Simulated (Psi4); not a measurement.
**UCCSD(T)/6-31G(d) (spherical functions, sweep point 8) run of C2H4B (SMILES B[C]=C)**

What is the vertical doublet–quartet gap of C2H4B at UCCSD(T)/6-31G* (spherical functions, sweep point 8)? 

The results are computed with Psi4 1.11.

2 further runs of the same task are left out: 2 set aside as unsound or not needed.

### 1 The structure to begin with

The species is C2H4B (7 atoms), meant as a doublet with charge 0. SMILES: `B[C]=C`. The shape is that of a GFN2-xTB optimisation.

Bond lengths: B1–C2 1.464 Å, C2–C3 1.288 Å, B1–H4 1.172 Å, B1–H5 1.172 Å, C3–H6 1.084 Å, C3–H7 1.084 Å. Angles: B1–C2–C3 179.8°, C2–B1–H4 119.7°, C2–B1–H5 119.8°, C2–C3–H6 123.1°, C2–C3–H7 123.1°, H4–B1–H5 120.5°, H6–C3–H7 113.8°.

### 2 A single-point energy at UCCSD(T)/6-31G(d) (spherical functions, sweep point 8)

The input, c2h4b.inp:

```
memory 1600 MB

molecule system {
  0 2
  B     -1.075830     0.425360    -0.773780
  C      0.057000    -0.020470     0.039540
  C      1.051750    -0.415380     0.756660
  H     -2.062370    -0.207830    -0.792290
  H     -0.989160     1.411380    -1.402080
  H      1.668510    -1.268180     0.495290
  H      1.350100     0.075110     1.676660
  symmetry c1
}

set basis 6-31G*
set reference uhf
set puream true
set scf_type pk
set num_frozen_docc 3
set maxiter 150

e_tot, wfn = energy("ccsd(t)", return_wfn=True)
```

Launch:

```sh
$ psi4 c2h4b.inp c2h4b.out -n 1
```

c2h4b.out (excerpt; [...] marks lines left out):

```text
[...]
  Running in c1 symmetry.
[...]
  Nuclear repulsion =   51.996406147714772
[...]
  Multiplicity = 2
[...]
  Nalpha       = 11
  Nbeta        = 10
[...]
    Number of basis functions: 50
[...]
   @UHF iter   1:  -102.59711727598375   -9.84926e-01   4.64016e-03 DIIS/ADIIS
[...]
   @UHF iter  19:  -102.66063506204256   -1.22213e-12   3.86715e-09 DIIS
[...]
   @S^2 Observed:                8.660626500E-01
[...]
    Orbital Energies [Eh]
    ---------------------
    Alpha Occupied:
       1A    -11.254918     2A    -11.229224     3A     -7.588870
       4A     -1.060013     5A     -0.828311     6A     -0.679979
       7A     -0.621203     8A     -0.556554     9A     -0.526105
      10A     -0.394744    11A     -0.365310
    Alpha Virtual:
      12A      0.128257    13A      0.185215    14A      0.272795
      15A      0.317466    16A      0.348226    17A      0.349532
      18A      0.437463    19A      0.480219    20A      0.580123
      21A      0.592404    22A      0.633471    23A      0.643301
      24A      0.818545    25A      0.840147    26A      0.893348
[...]
  @UHF Final Energy:  -102.66063506204256
   => Energetics <=
    Nuclear Repulsion Energy =             51.9964061477147723
    One-Electron Energy =                -239.6452367758533342
    Two-Electron Energy =                  84.9881955660960102
    Total Energy =                       -102.6606350620425587
  UHF NO Occupations:
  HONO-2 :    9  A 1.9972184
  HONO-1 :   10  A 1.9460511
[...]
 Multipole Moments:
 ------------------------------------------------------------------------------------
     Multipole            Electronic (a.u.)      Nuclear  (a.u.)        Total (a.u.)
 ------------------------------------------------------------------------------------
 L = 1.  Multiply by 2.5417464519 to convert [e a0] to [Debye]
 Dipole X            :         -0.5508640            0.8928541            0.3419901
 Dipole Y            :          0.2222968           -0.3573804           -0.1350836
 Dipole Z            :         -0.3979124            0.6443451            0.2464327
 Magnitude           :                                                    0.4426442
[...]
      * MP2 total energy                      = -102.950805200510047
[...]
      * CCSD total energy                     = -102.994595452618782
[...]
      * CCSD(T) total energy                     = -103.006088318801758
[...]
```

Run time: 10 s. Hardware: 1 thread of Intel Xeon Platinum 8488C (Sapphire Rapids), shared host; peak memory 0.23 GiB.

### 3 The quartet, same level

The input, c2h4b.dat:

```
memory 1600 mb

molecule geom {
  0 4
  B     -1.075830     0.425360    -0.773780
  C      0.057000    -0.020470     0.039540
  C      1.051750    -0.415380     0.756660
  H     -2.062370    -0.207830    -0.792290
  H     -0.989160     1.411380    -1.402080
  H      1.668510    -1.268180     0.495290
  H      1.350100     0.075110     1.676660
  symmetry c1
}

set {
  reference uhf
  puream true
  scf_type pk
  num_frozen_docc 3
  maxiter 150
}

result, w = energy("ccsd(t)/6-31G*", return_wfn=True)
```

Launch:

```sh
$ psi4 -n 1 c2h4b.dat c2h4b.out
```

c2h4b.out (excerpt; [...] marks lines left out):

```text
[...]
  Running in c1 symmetry.
[...]
  Nuclear repulsion =   51.996406147714772
[...]
  Multiplicity = 4
[...]
  Nalpha       = 12
  Nbeta        = 9
[...]
    Number of basis functions: 50
[...]
   @UHF iter   1:  -102.40055015720617   -7.88359e-01   5.31169e-03 ADIIS/DIIS
[...]
   @UHF iter  16:  -102.52535269804679   -5.22959e-12   5.46578e-09 DIIS
[...]
   @S^2 Observed:                3.771546282E+00
[...]
    Orbital Energies [Eh]
    ---------------------
    Alpha Occupied:
       1A    -11.243991     2A    -11.238506     3A     -7.578707
       4A     -1.122910     5A     -0.856393     6A     -0.693580
       7A     -0.644364     8A     -0.583265     9A     -0.557406
      10A     -0.479728    11A     -0.379015    12A     -0.237854
    Alpha Virtual:
      13A      0.145537    14A      0.253199    15A      0.323161
      16A      0.337232    17A      0.350072    18A      0.425366
      19A      0.463533    20A      0.570058    21A      0.588941
      22A      0.639678    23A      0.642464    24A      0.743163
      25A      0.813289    26A      0.854651    27A      0.929709
[...]
  @UHF Final Energy:  -102.52535269804679
   => Energetics <=
    Nuclear Repulsion Energy =             51.9964061477147723
    One-Electron Energy =                -239.4592837341961626
    Two-Electron Energy =                  84.9375248884346092
    Total Energy =                       -102.5253526980467882
  UHF NO Occupations:
  HONO-2 :   10  A 1.0000000
  HONO-1 :   11  A 1.0000000
[...]
 Multipole Moments:
 ------------------------------------------------------------------------------------
     Multipole            Electronic (a.u.)      Nuclear  (a.u.)        Total (a.u.)
 ------------------------------------------------------------------------------------
 L = 1.  Multiply by 2.5417464519 to convert [e a0] to [Debye]
 Dipole X            :         -0.3851361            0.8928541            0.5077180
 Dipole Y            :          0.1569937           -0.3573804           -0.2003868
 Dipole Z            :         -0.2788811            0.6443451            0.3654640
 Magnitude           :                                                    0.6568838
[...]
      * MP2 total energy                      = -102.778533587563587
[...]
      * CCSD total energy                     = -102.823237793706198
[...]
      * CCSD(T) total energy                     = -102.830879030831909
[...]
```

It took 10 s on 1 thread of Intel Xeon Platinum 8488C (Sapphire Rapids), shared host; peak memory 0.23 GiB.

### 4 Results

At UCCSD(T)/6-31G* (spherical functions, sweep point 8), 3 core orbitals frozen:

| quantity | value |
| --- | --- |
| doublet: total energy | -103.00609 Eh |
| doublet: HOMO energy (Hartree–Fock orbitals) (highest over α and β) | -9.94 eV |
| doublet: LUMO energy (Hartree–Fock orbitals) (lowest over α and β) | 1.34 eV |
| doublet: correlation energy (3 core orbitals frozen) | -345.5 mEh |
| doublet: (T) correction | -11.49 mEh |
| doublet: ⟨S²⟩ of the reference determinant | 0.866 |
| doublet: T1 diagnostic | 0.048 |
| quartet: total energy | -102.83088 Eh |
| quartet: HOMO energy (Hartree–Fock orbitals) (highest over α and β) | -6.47 eV |
| quartet: LUMO energy (Hartree–Fock orbitals) (lowest over α and β) | 0.98 eV |
| quartet: correlation energy (3 core orbitals frozen) | -305.5 mEh |
| quartet: (T) correction | -7.64 mEh |
| quartet: ⟨S²⟩ of the reference determinant | 3.772 |
| quartet: T1 diagnostic | 0.036 |
| vertical energy of the quartet above the doublet | 4.768 eV |

At this shape the quartet lies 4.77 eV (460 kJ/mol) above the doublet. ⟨S²⟩ (doublet) is 0.87 where a pure doublet has 0.75: the reference is spin-contaminated. The T1 diagnostic (doublet) of 0.048 is above the customary mark for such species, so a single reference may not serve. The triples (doublet) make up 3.3 % of the correlation energy. The triples (quartet) make up 2.5 % of the correlation energy.
